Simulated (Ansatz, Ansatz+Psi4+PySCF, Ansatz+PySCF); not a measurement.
```xyz
6

C     0.0069    0.5119   -0.1449
O    -1.1467   -0.2211   -0.0781
O     1.1747   -0.1655    0.0813
H     0.0246    1.5015    0.3072
H     1.0767   -1.0447   -0.3062
H    -1.3666   -0.4348    0.8433
```

Basis set: cc-pVTZ (spherical functions). Left uncorrelated: 3 orbitals. Correlation on ROHF uses semicanonical orbitals with singles. Charge 0, multiplicity 2.

Computed with Ansatz (development build ahead of 0.2.0); each method stands on the lowest determinant of its kind that the runs found.

Problem. Give the atomization energy at this shape (free ground-state atoms in the same class of orbitals less the molecule, no zero-point energy) of doublet CH₃O₂ by ROHF-CCSD(T), ROHF-MP2.

Solution.

```json
{"method": "ROHF-CCSD(T)", "atomization energy": "2084.4 kJ/mol"}
{"method": "ROHF-MP2", "atomization energy": "2141.5 kJ/mol"}
```
